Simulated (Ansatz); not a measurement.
## Counterpoise correction, worked out

The pair of CH4 (SMILES C, atoms 1–5) and C2H6 (SMILES CC, atoms 6–13), both closed shells, in one local arrangement (a lower one may exist), relaxed at PBE0-D4/def2-TZVP:

```
atom    x (Å)    y (Å)    z (Å)
  C1   0.1250   0.0669  -2.3741
  H2   0.1401   0.3260  -3.4325
  H3   1.1107  -0.2875  -2.0730
  H4  -0.6112  -0.7181  -2.2031
  H5  -0.1391   0.9460  -1.7872
  C6  -0.2337   0.7012   1.4710
  C7   0.0774  -0.7848   1.4966
  H8   0.5699   1.2683   0.9951
  H9  -1.1528   0.9062   0.9166
 H10  -0.3635   1.0994   2.4803
 H11  -0.7263  -1.3522   1.9722
 H12   0.9963  -0.9901   2.0511
 H13   0.2071  -1.1812   0.4870
```

Ansatz 0.2.0; basis: def2-TZVPPD; cores frozen in the correlated methods.

CCSD(T) total energies in eV:

| system | geometry | basis functions | energy |
| --- | --- | --- | --- |
| pair | pair | all | -3268.57041 |
| CH4 | as in the pair | all (partner as ghosts) | -1100.41677 |
| C2H6 | as in the pair | all (partner as ghosts) | -2168.12392 |
| CH4 | as in the pair | its own | -1100.41235 |
| C2H6 | as in the pair | its own | -2168.11945 |
| CH4 | free (PBE0-D4 minimum) | its own | -1100.41235 |
| C2H6 | free (PBE0-D4 minimum) | its own | -2168.11949 |

Work out the interaction energy with and without the counterpoise correction, the superposition error, and the binding energy from the relaxed fragments.

Without correction: -3268.57041 − (-1100.41235) − (-2168.11945) = -0.03861 eV.
With correction (each fragment in the whole basis): -3268.57041 − (-1100.41677) − (-2168.12392) = -0.02972 eV = -0.69 kcal/mol.
The superposition error is the difference, 0.00889 eV, 23 % of the uncorrected value: each fragment borrows its partner's functions.
Deformation from the free shapes: 0.00000 eV for CH4 and 0.00004 eV for C2H6.
Binding energy from relaxed fragments: -0.02972 + 0.00000 + 0.00004 = -0.02968 eV = -0.68 kcal/mol (electronic, without zero-point energy; negative means bound). For comparison, the corrected interaction energy by CCSD(T) at an estimated basis limit (MP2 extrapolated from triple and quadruple zeta, plus CCSD(T) − MP2 in triple zeta) is -0.033 eV; triple zeta with the correction binds less.

No T1 diagnostic of these runs exceeds 0.008.

For scale, one of the runs: CCSD(T)/def2-TZVPPD, 281 basis functions, launched by `ansatz run in.yaml --threads 4 --pin off --events-out ev --progress --plain --max-ram 9574MiB`. The run took 92 s on 4 CPU threads of an AMD EPYC 7B13 (shared host), with 8.3 GiB of host memory at its peak.
